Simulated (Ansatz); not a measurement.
**SiH4S (triplet): the correlation ladder at distance Si1–H5 along a hydrogen transfer = 1.485 Å, cc-pVDZ**

An exercise on one series of results from a longer session: the logs are not shown, and one member is left open.

Method: cc-pVDZ, core rule «outside noble gas», up to 10 orbitals frozen; program: Ansatz 0.2.0, Gaussian basis.

The runs, in order: UHF; CCSD(T) on ROHF; CCSD(T) on UHF; BCCD(T) on ROHF; CISD; CCSDT(Q) on ROHF; CCSDT(Q) on UHF; CASSCF and MRCISD+Q, 4 electrons in 4 orbitals; CASSCF and NEVPT2, 4 electrons in 4 orbitals.

11 further runs of the same task are left out: 1 for a mislabelled method, 10 that didn't finish.

## The geometry

The geometry derives from fragments relaxed apart (PBE0/def2-TZVP) and kept rigid, so it is no stationary point. A hydrogen atom is moved between rigid fragments.

6 atoms, charge 0, spin multiplicity 3.

Atoms are counted from 1 here; the program's logs count them from 0.

Bond lengths: Si1–H2 1.485 Å, Si1–H3 1.485 Å, Si1–H4 1.485 Å, Si1–H5 1.485 Å. Angles: H2–Si1–H3 109.5°, H2–Si1–H4 109.5°, H2–Si1–H5 109.5°, H3–Si1–H4 109.5°, H3–Si1–H5 109.5°, H4–Si1–H5 109.5°.

Set-up of the first run:

in.yaml reads:

```yaml
crystal:
  periodic: [false, false, false]
  atoms:
    - {symbol: Si, position_ang: [-1.652154, 0.000000, 0.000000]}
    - {symbol: H, position_ang: [-2.147025, 1.399708, 0.000000]}
    - {symbol: H, position_ang: [-2.147025, -0.699854, 1.212183]}
    - {symbol: H, position_ang: [-2.147025, -0.699854, -1.212182]}
    - {symbol: H, position_ang: [-0.167539, 0.000000, 0.000000]}
    - {symbol: S, position_ang: [1.654846, 0.000000, 0.000000]}
basis:
  gaussian: {orbitals: cc-pVDZ}
magnetization: {spin_polarized: true, initial_magnetization: 2}
hamiltonian: {xc: hf}
output: {orbitals: {seedname: orbitals}}
```

Run with:

```
$ ansatz run in.yaml --threads 1 --pin off --events-out ev --progress --plain --max-ram 2393MiB
```

Among the steps run: UHF; CCSD(T) on ROHF; CCSD(T) on UHF; BCCD(T) on ROHF; CISD; CCSDT(Q) on ROHF; CCSDT(Q) on UHF; CASSCF and MRCISD+Q, 4 electrons in 4 orbitals; CASSCF and NEVPT2, 4 electrons in 4 orbitals.

One table of the session follows, with a row left open; its other results are not shown here.

| method | from UCCSDT(Q) (kJ/mol) |
| --- | --- |
| ROHF | +710.5 |
| UHF | +696.2 |
| RMP2 | +141.1 |
| UMP2 | +143.2 |
| CISD | +78.4 |
| RCCSD | +15.9 |
| UCCSD | +15.6 |
| RCCSD(T) | +3.3 |
| UCCSD(T) | +3.2 |
| BCCD(T) | +3.2 |
| RCCSDT | +0.7 |
| UCCSDT | +0.6 |
| RCCSDT(Q) | 0.0 |
| UCCSDT(Q) | 0 |
| CASSCF pair | ? |
| NEVPT2 pair | +142.3 |
| MRCISD pair | +72.5 |
| MRCISD+Q pair | +4.9 |

Q: Estimate the row for CASSCF pair from the others.

**Answer.** from UCCSDT(Q) (kJ/mol): +674.3. In the column «from UCCSDT(Q) (kJ/mol)» it lies between UMP2 (+143.2) and UHF (+696.2).

To keep in mind: Restricted and unrestricted rows rest on different reference determinants; where their highest levels disagree by more than a few hundredths of an eV, they describe different states and don't form one ladder.
